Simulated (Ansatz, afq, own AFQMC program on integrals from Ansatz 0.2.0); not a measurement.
# SiH3⁻, singlet: AFQMC among the cluster methods

```xyz
4

Si    0.0000    0.0000   -0.0804
H     1.3052   -0.0002    0.7466
H    -0.6524    1.1304    0.7466
H    -0.6528   -1.1302    0.7466
```

Basis 6-31++G**. Noble-gas cores (and the filled d shells of Ga–Kr and In–Xe) are frozen. Integrals, coupled cluster, full CI and functionals: Ansatz 0.2.0; the random walks run on the same integrals in our own AFQMC program. ph-AFQMC/CISD is guided by a CISD state made of CCSD amplitudes; releasing the constraint for a short imaginary time cuts its bias at the price of noise, slowly where states lie close. Free projection: walkers drawn from exp(T), propagated without any constraint. Its projection time is finite, and what remains of the start isn't in its error. ± is one standard error of the sampling.

Determinant: RHF, the one that the program's search chose, which needn't be the lowest solution. The geometry is a point of a scan.

No full CI on the walks' own integrals is used here; CCSDT(Q) serves as the reference and is uncertain by about the last step of the cluster series.

```
T1 diagnostic                               : 0.0120
weight of the determinant in the CISD state : 0.916
size of the correlated space                : 8 electrons in 36 orbitals
```

Reference: CCSDT(Q), correlation energy -3.781 eV. The released energy is read at 2.40 1/Eh (meV from the phaseless value at times in 1/Eh: 2 ± 8 at 0.24, 1 ± 6 at 0.51, 4 ± 5 at 0.99, 5 ± 7 at 1.62, -1 ± 5 at 2.40).

```tsv
level	E − E(reference) (kJ/mol)	share of correlation (%)
HF	364.8	0.00
MP2	77.5	78.76
CCSD	9.8	97.31
CCSD(T)	1.9	99.49
CCSDT	0.2	99.94
ph-AFQMC/HF	-4.1 ± 2.7	101.13
ph-AFQMC/CISD	-0.4 ± 0.7	100.11
released AFQMC	-0.5 ± 0.5	100.15
free AFQMC	-0.3 ± 0.8	100.08
```

Free projections are given only where their last times agree within the noise and don't stop above the reference; a slow remainder of the start can still hide under it. A walk keeps the symmetry of its determinant, which the program's search chose and which needn't be the lowest solution, so a lower state of the same spin and another symmetry isn't excluded. Released energies are given only where the last usable release times agree within the noise; a slower fall can still hide under it.
